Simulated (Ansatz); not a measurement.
## How far each method lies from full CI for GaAs, triplet

Geometry: that of the GaAs, singlet, kept fixed.

```
atom   x (Å)   y (Å)   z (Å)
  Ga  0.0000  0.0000  0.0000
  As  0.0000  0.0000  2.1719
```

Basis cc-pVDZ; Ansatz 0.2.0. Correlated methods freeze the noble-gas cores and the filled d shells of p-block atoms, which leaves 8 electrons in 26 orbitals. R marks a restricted (for open shells ROHF) determinant, U an unrestricted one. Active spaces: valence = (8e, 8o) chosen from the atoms' valence shells. No spin–orbit coupling is included, and no scalar relativity.

Full CI is exact within this basis and frozen core; it isn't the basis-set limit. The frozen core follows each run's orbitals, which can shift R against U totals by a few meV for light atoms and by up to 0.1 eV past Ca.

```
UHF ⟨S²⟩                            : 2.167
⟨S²⟩ of the determinant under UCCSD : 2.040
T1 diagnostic (RCCSD)               : 0.0314
largest doubles amplitude (RCCSD)   : 0.085
```

```csv
level,E − E(full CI) (meV),share of correlation (%),wall time
RHF,4256,0.00,–
RMP2,810,80.97,–
RCCSD,235,94.48,–
RCCSD(T),46,98.92,14 s
BCCD(T),50,98.83,13 s
RCCSDT,13,99.69,–
RCCSDT(Q),0,100.00,20 s
RCCSDTQ,-1,100.03,19 s (H100)
CASSCF (valence space),2685,36.90,–
NEVPT2 (valence space),594,86.05,8.5 s
MRCISD (valence space),163,96.16,–
MRCISD+Q (valence space),-3,100.07,9.5 s
```

The correlation energy at full CI, counted from RHF, is -4.256 eV. That run took 15 s on 2 threads of AMD EPYC 7R13 with a shared H100 80 GB, shared host over 55,874,896 determinants.

Run but not shown, since their state, orbitals or frozen core can't be matched to the reference's or they repeat it: UHF, UMP2, UCCSD, UCCSD(T), UCCSDT, UCCSDT(Q), UCCSDTQ.

Times hold each run's SCF and search for its determinant on a shared host, so for small cases they say little of a method's own cost; rows without a card ran on 1 thread of AMD EPYC 7R13.

The full-CI state has the irrep B2 of C2v, in the program's axes (one component, if the state is degenerate).

Natural occupations of full CI about the gap: 1.961 1.903 1.900 1.001 0.979 0.080 0.045 0.030 0.014 0.014; effectively unpaired electrons, Σ n²(2−n)², 2.11.
